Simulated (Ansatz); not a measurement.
Cartesian coordinates (Å):
```xyz
2

O      0.4883     0.0000     0.0000
H     -0.4883     0.0000     0.0000
```
Charge 0, spin multiplicity 2.

Calculation: frozen-core CCSD(T)/def2-TZVPP // B3LYP-D3(BJ)/def2-TZVP in Ansatz (an electronic-structure program).

```json
{
 "HF energy": "-75.42354 Ha",
 "MP2 correlation energy": "-0.19882 Ha"
}
```

Question: Estimate the CCSD correlation energy, the (T) correction, the total energy and the T1 diagnostic.

Answer: 
```
Property                        Value
-----------------------  ------------
CCSD correlation energy   -0.21288 Ha
(T) correction            -0.00507 Ha
CCSD(T) total energy     -75.64148 Ha
T1 diagnostic                   0.008
```
